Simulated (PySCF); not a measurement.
# C4H5NO (3-methylisoxazole): levels of theory compared

We compute a comparison of 4 runs (HF/3-21G, B3LYP/6-31G*, B3LYP/pcseg-1) of C4H5NO (3-methylisoxazole). The job is set up through a Python script.

Program for the calculation: PySCF 2.14.0.

**1. The molecule**

C4H5NO has 11 atoms, charge 0, and is taken as a singlet. As SMILES, `Cc1ccon1`. Geometry: relaxed at GFN2-xTB.

Bond lengths: C1–C2 1.483 Å, C2–C3 1.423 Å, C3–C4 1.360 Å, C4–O5 1.336 Å, C2–N6 1.306 Å, O5–N6 1.354 Å, C1–H7 1.089 Å, C1–H8 1.089 Å, C1–H9 1.086 Å, C3–H10 1.069 Å, C4–H11 1.072 Å. Some angles: C1–C2–C3 127.8°, C1–C2–N6 122.2°, C3–C2–N6 110.0°, C2–C3–C4 103.5°, C3–C4–O5 109.8°, C4–O5–N6 109.0°, C2–N6–O5 107.7°, C2–C1–H7 110.1°, C2–C1–H8 110.0°, C2–C1–H9 109.6°.

**2. Energy and gradient at HF/3-21G (run 1)**

mol.xyz reads:

```xyz
11

C     -0.366890    -0.324160     1.646820
C     -0.189790     0.141390     0.250080
C      0.604620    -0.448960    -0.772090
C      0.406090     0.367660    -1.840870
O     -0.425370     1.357500    -1.505130
N     -0.787450     1.208050    -0.209480
H      0.597660    -0.379020     2.148640
H     -0.811850    -1.318150     1.655340
H     -1.015090     0.364370     2.180700
H      1.211310    -1.327050    -0.707500
H      0.776790     0.358380    -2.846500
```

calc.py reads:

```python
from pyscf import gto

mol = gto.Mole()
mol.atom = 'mol.xyz'
mol.max_memory = 1860
mol.verbose = 4
mol.basis = '3-21g'
mol.build()

myscf = mol.RHF()
myscf.conv_tol = 1e-10
myscf.kernel()
if not myscf.converged:
    myscf = myscf.newton().run(myscf.mo_coeff, myscf.mo_occ)

etot = myscf.e_tot
print('E = %.10f Eh' % etot)
grad = myscf.nuc_grad_method().kernel()
myscf.analyze()
```

Command:

```console
$ OMP_NUM_THREADS=1 python calc.py
```

What it wrote:

```text
PySCF version 2.14.0

[... 89 lines left out ...]
Two-electron Coulomb Energy =          358.394065916966895
[... 14 lines left out ...]
MO #12  energy= -0.784253357240709 occ= 2
[... 12 lines left out ...]
MO #25  energy= 0.282226932509298  occ= 0
[... 12 lines left out ...]
MO #38  energy= 0.949529695896819  occ= 0
[... 12 lines left out ...]
MO #51  energy= 1.41181019379694   occ= 0
[... 12 lines left out ...]
MO #64  energy= 3.60001476656047   occ= 0
[... 78 lines left out ...]
Dipole moment(X, Y, Z, Debye):  2.07378, -2.95897,  0.10427
```

It took 7.2 s on 1 thread of Intel Xeon at 2.50GHz (Skylake/Cascade Lake), shared host; peak memory 0.14 GiB.

**3. Energy and forces at B3LYP/6-31G(d) (spherical functions) (run 2)**

calc.py reads:

```python
import pyscf.grad
from pyscf import gto, dft

mol = gto.Mole()
mol.atom = '''
C   -0.366890  -0.324160   1.646820
C   -0.189790   0.141390   0.250080
C    0.604620  -0.448960  -0.772090
C    0.406090   0.367660  -1.840870
O   -0.425370   1.357500  -1.505130
N   -0.787450   1.208050  -0.209480
H    0.597660  -0.379020   2.148640
H   -0.811850  -1.318150   1.655340
H   -1.015090   0.364370   2.180700
H    1.211310  -1.327050  -0.707500
H    0.776790   0.358380  -2.846500
'''
mol.basis = '6-31g*'
mol.verbose = 4
mol.max_memory = 1860
mol.spin = 0
mol.build()

mf = dft.RKS(mol, xc='b3lyp')
mf.grids.level = 5
mf.conv_tol = 1e-10
mf.kernel()
if not mf.converged:
    mf = mf.newton().run(mf.mo_coeff, mf.mo_occ)

e_final = mf.e_tot
print('E(%s) = %.9f' % ('B3LYP', e_final))
grad = mf.Gradients().kernel()
dip = mf.dip_moment()
pop, q = mf.mulliken_pop()
```

Command:

```console
$ OMP_NUM_THREADS=1 python calc.py
```

What it wrote:

```text
PySCF version 2.14.0

[... 83 lines left out ...]
converged SCF energy = -285.349420709153
[... 13 lines left out ...]
Dipole moment(X, Y, Z, Debye):  1.68237, -2.33151, -0.05319
[... 106 lines left out ...]
charge of   10H =      0.17024
```

Run time: 93 s. Hardware: 1 thread of Intel Xeon at 2.50GHz (Skylake/Cascade Lake), shared host; peak memory 0.95 GiB.

Run 3 isn't shown in full; the table further down has it.

**4. Energy and gradient at B3LYP/pcseg-1 (run 4)**

input.py reads:

```python
import pyscf.grad
from pyscf import gto, dft

mol = gto.M(
    atom='''
C     -0.366890    -0.324160     1.646820
C     -0.189790     0.141390     0.250080
C      0.604620    -0.448960    -0.772090
C      0.406090     0.367660    -1.840870
O     -0.425370     1.357500    -1.505130
N     -0.787450     1.208050    -0.209480
H      0.597660    -0.379020     2.148640
H     -0.811850    -1.318150     1.655340
H     -1.015090     0.364370     2.180700
H      1.211310    -1.327050    -0.707500
H      0.776790     0.358380    -2.846500
''',
    max_memory=1860,
    charge=0,
    verbose=3,
    basis='pcseg-1',
)

calc0 = dft.RKS(mol)
calc0.xc = 'b3lyp'
calc0.grids.level = 5
calc0.conv_tol = 1e-10
calc0.kernel()
if not calc0.converged:
    calc0 = calc0.newton().run(calc0.mo_coeff, calc0.mo_occ)

e_final = calc0.e_tot
print('E(%s) = %.9f' % ('B3LYP', e_final))
grad = calc0.Gradients().kernel()
dip = calc0.dip_moment()
pop, q = calc0.mulliken_pop()
```

Command:

```console
$ OMP_NUM_THREADS=1 python input.py
```

What it wrote:

```text
converged SCF energy = -285.303953496253
[... 9 lines left out ...]
Dipole moment(X, Y, Z, Debye):  1.75577, -2.47415,  0.02078
[... 121 lines left out ...]
charge of   10H =      0.08308
```

Wall time 2 min (1 thread of Intel Xeon at 2.50GHz (Skylake/Cascade Lake), shared host); peak memory 1.1 GiB.

**5. All runs side by side**

```csv
run,level,integration grid,Cartesian functions,energy (Eh),dipole moment (D),HOMO energy (eV),LUMO energy (eV),wall time
1,HF/3-21G,–,no,-282.032293,3.61,-10.11,4.01,7.2 s
2,B3LYP/6-31G* (spherical functions),5,no,-285.349421,2.88,-7.13,-0.01,93 s
3,B3LYP/6-31G* (Cartesian functions),5,yes,-285.355135,2.89,-7.13,-0.02,97 s
4,B3LYP/pcseg-1,5,no,-285.303953,3.03,-7.50,-0.47,2 min
```

**6. Results**

| quantity | value |
| --- | --- |
| run 4: total energy | -285.30395 Eh |
| run 4: dipole moment | 3.03 D |
| run 4: HOMO energy | -7.50 eV |
| run 4: LUMO energy | -0.47 eV |
| run 4: HOMO–LUMO gap | 7.04 eV |
| run 4: largest force on an atom | 1.678 eV/Å |

In words: The dipole moment (its size) runs from 2.88 D (B3LYP/6-31G*) to 3.61 D (HF/3-21G). The two ends differ in method and basis. The HOMO–LUMO gap runs from 7.04 eV (B3LYP/pcseg-1) to 14.12 eV (HF/3-21G). All runs together took 5.2 min, the longest 2 min.
